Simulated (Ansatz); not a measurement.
Molecule: C4H3S, charge 0, multiplicity 2. It need not be the lowest isomer of its formula. SMILES: [c]1ccsc1
Structure (B3LYP-D3(BJ)/def2-TZVP (Ansatz, a program for electronic structure) minimum search):
```xyz
8

S      0.0011     0.0182     1.1362
C      0.0026     1.2954    -0.0469
C     -0.0025    -1.2024    -0.0775
C      0.0003     0.7306    -1.2666
C     -0.0026    -0.6765    -1.3412
H      0.0050     2.3282     0.2558
H     -0.0044    -2.2424     0.2072
H     -0.0047    -1.2602    -2.2485
```
Charge 0, spin multiplicity 2.

Parts of the frozen-core correlation energy in cc-pV(T+d)Z (Ansatz, hartree). Frozen orbitals: 9; correlated occupied orbitals by spin: 13 and 12; virtual: 179 and 180. UHF or UKS for open shells. No spin-orbit coupling. No relativistic terms.

```json
[
 {"term": "reference (HF)", "value": "-550.73265"},
 {"term": "MP2 opposite-spin", "value": "?"},
 {"term": "MP2 same-spin", "value": "?"},
 {"term": "CCSD correlation", "value": "-0.79334"},
 {"term": "(T)", "value": "?"},
 {"term": "T1 diagnostic", "value": "0.043"},
 {"term": "largest doubles amplitude", "value": "0.071"},
 {"term": "<S^2> of the reference", "value": "1.116"}
]
```

**Question.** Some entries are withheld; supply them.

**Answer.** 
- MP2 opposite-spin, value: -0.55283
- MP2 same-spin, value: -0.19377
- (T), value: -0.04552
